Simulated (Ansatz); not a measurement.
This geometry of C2H8Si + H (12 atoms, charge 0, multiplicity 2) is a first-order saddle point.

Theory: UHF/6-31G* (Ansatz 0.2.0).

```xyz
12
Properties=species:S:1:pos:R:3
Si 0.002 -0.002 -0.092
H -0.119 -0.190 1.634
C 1.831 0.030 -0.576
H 2.325 -0.896 -0.298
H 1.953 0.161 -1.649
H 2.353 0.845 -0.083
C -0.895 1.587 -0.591
H -1.942 1.552 -0.306
H -0.451 2.455 -0.111
H -0.850 1.745 -1.665
H -0.664 -1.174 -0.706
H -0.176 -0.293 2.615
```

Question: Which two structures does it join? (They come from a converged band through this point; their orientation in space is the band's.)

Answer: Bonds broken: Si1–H2. Bonds formed: H2–H12. C2H8Si + H becomes C2H7Si + H2.

Initial state:

```xyz
12
Properties=species:S:1:pos:R:3
Si -0.014 -0.026 -0.290
H -0.184 -0.307 1.154
C 1.828 0.040 -0.708
H 2.322 -0.894 -0.456
H 1.986 0.220 -1.768
H 2.326 0.835 -0.160
C -0.883 1.594 -0.726
H -1.941 1.551 -0.483
H -0.453 2.429 -0.179
H -0.798 1.815 -1.786
H -0.648 -1.140 -1.035
H -0.173 -0.298 4.608
```

Final state:

```xyz
12
Properties=species:S:1:pos:R:3
Si -0.121 -0.223 -1.004
H -0.088 -0.127 3.560
C 1.758 -0.101 -0.781
H 2.233 -1.069 -0.915
H 2.194 0.585 -1.504
H 2.012 0.259 0.211
C -0.967 1.461 -0.791
H -2.041 1.381 -0.931
H -0.790 1.864 0.202
H -0.591 2.182 -1.514
H -0.440 -0.787 -2.339
H 0.206 0.396 3.978
```

Question: How far does it lie above each of them?

Answer: 0.74 eV above the first and 0.92 eV above the second. This is the barrier of this one path; another mechanism may lie lower.

Run time: 2.5 min on 1 thread of Arm Neoverse V1, with other jobs on the host, peak memory 0.14 GiB.
